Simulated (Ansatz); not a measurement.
fcc Pt

Level of theory: PBE (Ansatz, an electronic-structure program, PAW).

Settings: plane-wave cutoff 520 eV, 24×24×24 k mesh, Fermi–Dirac smearing 0.05 eV, scalar-relativistic PAW data made under PBE.

Cell (relaxed at this level):

```cif
data_Pt
_chemical_formula_sum 'Pt1'
_space_group_name_H-M_alt 'P 1'
_space_group_IT_number 1
_cell_length_a 2.80735
_cell_length_b 2.80735
_cell_length_c 2.80735
_cell_angle_alpha 60.000
_cell_angle_beta 60.000
_cell_angle_gamma 60.000
loop_
_space_group_symop_operation_xyz
  'x, y, z'
loop_
_atom_site_label
_atom_site_type_symbol
_atom_site_fract_x
_atom_site_fract_y
_atom_site_fract_z
_atom_site_occupancy
Pt1 Pt 0.00000 0.00000 0.00000 1
```

```
Property                                           Result
------------------------------------------  -------------
bulk modulus                                      248 GPa
band gap                                    zero (no gap)
pressure derivative B′ of the bulk modulus            5.5
```

Measured, for comparison: bulk modulus 289 GPa (corrected for temperature and zero-point phonon effects; as tabulated in Levämäki et al. (2014), arXiv:1402.3671). Computed (rounded) less measured: bulk modulus -14 %.

Spin–orbit coupling is not included.

Computed values are for the static lattice.

The result took about 50 core-seconds (a rough figure).
